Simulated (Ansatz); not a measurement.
**CO+ (doublet): wave-function methods side by side, def2-QZVPP**

An exercise on one series of results from a longer session: the logs are not shown, and one member is left open.

Program: Ansatz 0.2.0, Gaussian basis. Level of theory: def2-QZVPP, core rule «outside noble gas», up to 2 orbitals frozen. These are calculated values, not measurements.

Plan: UHF; ROHF; CCSD(T) on UHF.

2 further runs of the same task are left out: 2 set aside as unsound or not needed.

### The geometry

The geometry is a PBE0/def2-TZVP stationary point (not a proven minimum) of the parent state, kept for this charge and spin.

2 atoms, charge 1, spin multiplicity 2.

Atoms are counted from 1 here; the program's logs count them from 0.

Bond lengths: O1–C2 1.196 Å.

Set-up of the first run:

in.yaml reads:

```yaml
crystal:
  periodic: [false, false, false]
  atoms:
    - {symbol: O, position_ang: [0.000000, 0.000000, 0.000000]}
    - {symbol: C, position_ang: [0.000000, 0.000000, 1.195530]}
basis:
  gaussian: {orbitals: "def2-QZVPP.json"}
total_charge: 1
magnetization: {spin_polarized: true, initial_magnetization: 1}
hamiltonian: {xc: hf}
output: {orbitals: {seedname: orbitals}}
```

The run is started by

```sh
$ ansatz run in.yaml --threads 1 --pin off --events-out ev --progress --plain --max-ram 2393MiB
```

Steps of the session up to this table: UHF; ROHF; CCSD(T) on UHF.

One of the session's tables, all rows but one given; the rest of the session is left out.

It belongs to the step «Misses and costs». 

| method | from UCCSD(T) (kJ/mol) |
| --- | --- |
| ROHF | +1023.4 |
| UHF | ? |
| UMP2 | +132.4 |
| UCCSD | +51.6 |
| UCCSD(T) | 0 |

Estimate the missing values for UHF.

As computed: from UCCSD(T) (kJ/mol): +970.6. In the column «from UCCSD(T) (kJ/mol)» it lies between UMP2 (+132.4) and ROHF (+1023.4).

The program flags UCCSD(T) as in doubt (see the logs), so the zero of the table is itself unsure.

To keep in mind: The determinant is far from a pure spin state, so its energy mixes those of several spin states (harmless only where they are near-degenerate, as at dissociation). The program flags UCCSD(T) as in doubt, so the zero of the table is itself unsure.
